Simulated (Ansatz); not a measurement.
# BCl (quintet): wave-function methods side by side, def2-TZVPP

The task here is to estimate one member of a computed series from the others.

Computed with Ansatz 0.2.0, Gaussian basis. Level: def2-TZVPP, core rule «outside noble gas», up to 6 orbitals frozen.

To be run: UHF; ROHF; CCSD(T) on UHF.

2 further runs of the same task are left out: 2 set aside as unsound or not needed.

### The system

The geometry is a PBE0/def2-TZVP stationary point (not a proven minimum) of the parent state, kept for this charge and spin.

2 atoms, charge 0, spin multiplicity 5.

Atoms are counted from 1 here; the program's logs count them from 0.

Bond lengths: B1–Cl2 1.697 Å.

The first run:

The input, in.yaml:

```yaml
crystal:
  periodic: [false, false, false]
  atoms:
    - {symbol: B, position_ang: [0.000000, 0.000000, 0.000000]}
    - {symbol: Cl, position_ang: [0.000000, 0.000000, 1.696600]}
basis:
  gaussian: {orbitals: def2-TZVPP}
magnetization: {spin_polarized: true, initial_magnetization: 4}
hamiltonian: {xc: hf}
output: {orbitals: {seedname: orbitals}}
```

On the command line:

```bash
$ ansatz run in.yaml --threads 1 --pin off --events-out ev --progress --plain --max-ram 4096MiB --backend cpu
```

Steps of the session up to this table: UHF; ROHF; CCSD(T) on UHF.

One of the session's tables, all rows but one given; the rest of the session is left out.

| method | from UCCSD(T) (kcal/mol) |
| --- | --- |
| ROHF | +150.96 |
| UHF | +146.52 |
| UMP2 | +23.43 |
| UCCSD | ? |
| UCCSD(T) | 0 |

Q: Estimate the row for UCCSD from the others.

The run gave: from UCCSD(T) (kcal/mol): +5.15. In the column «from UCCSD(T) (kcal/mol)» it lies between UCCSD(T) (0) and UMP2 (+23.43).
